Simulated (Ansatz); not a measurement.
Relaxed structures of BSiH₆S (charge +1), closed shell (PBE0-D4/def2-TZVP; forces vanish, vibrations not checked; lower isomers may exist, and structures with a doubtful reference or unclear bonds are left out; Å). Computed with Ansatz 0.2.0 (basis: def2-TZVPP); correlated methods freeze the cores.

**Question.** Rank them by CCSD(T) energy, lowest first, and give each one's height above the lowest. Links in brackets join atoms within 1.22 times the sum of their covalent radii (1.1 for two metals). (To be estimated.)
A.
BSiH₆S ([SiH3][BH][SH2]), total charge +1
```
9
angstrom
B 0.4777 0.6199 -0.0842
S -0.8460 1.1558 -1.3088
Si 0.1144 -0.8694 1.2235
H -0.1738 1.3526 -2.4651
H -1.4599 0.0030 -1.6511
H 1.4372 1.3105 -0.2053
H 0.8756 -1.9877 0.6009
H -1.3383 -1.1648 1.2441
H 0.6596 -0.4777 2.5407
```
B.
BSiH₆S ([BH2][SH][SiH3]), total charge +1
```
9
angstrom
B -0.5407 0.7503 -1.5225
S 0.1210 1.0760 0.1696
Si 0.1301 -0.9356 1.2364
H 0.0736 1.1835 -2.4351
H -1.5726 0.1696 -1.5390
H 1.4263 1.3249 -0.0631
H 0.7838 -1.8674 0.3011
H -1.3224 -1.1096 1.4089
H 0.9009 -0.5918 2.4438
```
C.
BSiH₆S ([SH2][SiH]1[H][BH2]1), total charge +1
```
9
angstrom
B -0.5544 -0.6066 -0.8503
S 1.2983 1.7578 1.0030
Si 0.8846 -0.4221 0.3640
H -0.9171 0.3669 -1.4264
H 0.4096 2.3363 0.1652
H 0.5023 1.8470 2.0917
H -0.8442 -1.7394 -1.0659
H -0.7712 -0.3930 0.5153
H 1.3502 -1.1096 1.5889
```

**Answer.** By the calculation: B (0.0 kJ/mol), A (96.4 kJ/mol), C (130.7 kJ/mol). Heights count from the lowest.

No T1 diagnostic of these runs exceeds 0.014.

For scale, one of the runs: CCSD(T)/def2-TZVPP, 199 basis functions, launched by `ansatz run in.yaml --threads 2 --pin off --events-out ev --progress --plain --max-ram 4352MiB`. The run took 47 s on 2 CPU threads of an Arm Neoverse V1 (shared host), with 2.2 GiB of host memory at its peak.
